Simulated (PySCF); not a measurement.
Gas-phase reaction: SiH4 + Si2H5 = 3 SiH3

Computed with PySCF (xtb for GFN2) and rigid-rotor harmonic-oscillator thermochemistry at 1 bar. † marks an energy on the PBE0/def2-TZVP geometry and frequencies; other levels use their own. CCSD(T) freezes the core. 6-31G* has spherical d functions here. Open shells (unrestricted): Si2H5 (multiplicity 2), SiH3 (multiplicity 2); the rest are closed-shell singlets. GFN2 has no spin-polarisation term. B3LYP is the form with VWN-RPA correlation. Si2H5: computed as isolated molecules; such fragments, hydroxides, amides, oligomers or adducts are transient or little studied in the gas. CCSD(T) isn't extrapolated to the basis-set limit.

```
level                ΔH°(298 K), kJ
-------------------  --------------
B3LYP/6-31G*                    310
BLYP/def2-TZVP†                   …
CCSD(T)/def2-TZVPP†             322
GFN2-xTB                          …
HF/6-31G*                       241
PBE/def2-SVP                      …
PBE0/def2-QZVP†                   …
r2SCAN/def2-TZVP†               307
```

Q: Complete the blanks.

A: 
- BLYP/def2-TZVP†, ΔH°(298 K), kJ: 300
- GFN2-xTB, ΔH°(298 K), kJ: 336
- PBE/def2-SVP, ΔH°(298 K), kJ: 316
- PBE0/def2-QZVP†, ΔH°(298 K), kJ: 316
